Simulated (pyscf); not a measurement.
Concerted two-bond exchange: `[O]=[B][OH]` + `[CH4]` -> `[O]=[B][OH]` + `[CH4]`

Gas phase, singlet surface, charge 0. Bonds broken: O1–H4, C5–H6. Bonds formed: O3–H6, H4–C5. PySCF, gas phase, ωB97X-D3(BJ)/def2-SVP geometries. MP2 and CC: frozen core, UHF for open shells. ΔMP2 is the change of the MP2 total energy from the triple- to the quadruple-zeta basis.

Transition state (Å):

```xyz
9

O     -2.0007     0.0097     1.0851
B     -1.5449    -1.1269     0.7881
O     -0.7445    -1.8484     0.1352
H     -1.0180     0.4345     0.1463
C     -0.0966     0.6461    -0.7622
H     -0.3271    -0.5853    -0.3764
H      0.9254     0.2636    -0.9242
H     -0.5853     0.8358    -1.7252
H      0.0604     1.5917    -0.2170
```

One imaginary mode, 1739i cm⁻¹; descent along it reached the two sides named.

```
bond   change  reactant side (Å)  saddle  product side
-----  ------  -----------------  ------  ------------
O1–H4  breaks              0.965   1.424           3.0
C5–H6  breaks              1.100   1.311         2.481
O3–H6   forms                2.9   1.425         0.965
H4–C5   forms              2.512   1.311         1.100
```

Electronic energies relative to the separated reactants (kJ/mol):

```json
[
 {"level": "ωB97X-D3(BJ)/def2-TZVP", "barrier": "245.1", "reaction energy": "0.0", "reverse barrier": "245.1"},
 {"level": "PBE/def2-TZVP", "barrier": "201.4", "reaction energy": "0.0", "reverse barrier": "201.4"},
 {"level": "r²SCAN/def2-TZVP", "barrier": "214.5", "reaction energy": "0.0", "reverse barrier": "214.5"},
 {"level": "B3LYP-D3(BJ)/def2-TZVP", "barrier": "237.1", "reaction energy": "0.0", "reverse barrier": "237.1"},
 {"level": "PBE0-D3(BJ)/def2-TZVP", "barrier": "220.4", "reaction energy": "0.0", "reverse barrier": "220.4"},
 {"level": "M06-2X/def2-TZVP", "barrier": "244.6", "reaction energy": "0.0", "reverse barrier": "244.6"},
 {"level": "ωB97M-D3(BJ)/def2-TZVP", "barrier": "241.5", "reaction energy": "0.0", "reverse barrier": "241.5"},
 {"level": "HF/def2-TZVP", "barrier": "354.3", "reaction energy": "0.0", "reverse barrier": "354.3"},
 {"level": "MP2/def2-QZVPP", "barrier": "240.9", "reaction energy": "0.0", "reverse barrier": "240.9"},
 {"level": "CCSD/def2-TZVPP", "barrier": "272.8", "reaction energy": "0.0", "reverse barrier": "272.8"},
 {"level": "CCSD(T)/def2-TZVPP", "barrier": "254.3", "reaction energy": "0.0", "reverse barrier": "254.3"},
 {"level": "CCSD(T)/def2-TZVPP + ΔMP2(QZVPP)", "barrier": "252.3", "reaction energy": "0.0", "reverse barrier": "252.3"}
]
```

With CCSD(T)/def2-TZVPP + ΔMP2(QZVPP) energies and thermal terms (ideal gas, 1 atm, RRHO with modes under 100 cm⁻¹ raised to 100, one conformer, R ln 2 for chiral ones without a mode under 150 cm⁻¹), in kJ/mol:

```tsv
T (K)	ΔH‡	ΔG‡	ΔH	ΔG
298	238.2	278.6	0.0	0.0
600	238.7	319.6	0.0	0.0
900	242.0	359.3	0.0	0.0
1200	246.3	397.8	0.0	0.0
```

The same reactants have a lower exit, to H₃C–B(OH)–OH (barrier +187.4 kJ/mol at ωB97M-D3(BJ)/def2-TZVP, against +241.5 kJ/mol here). One saddle was located; it need not be the lowest between these sides. The CCSD(T) − MP2 part came from Ansatz, without density fitting, on the same reference.
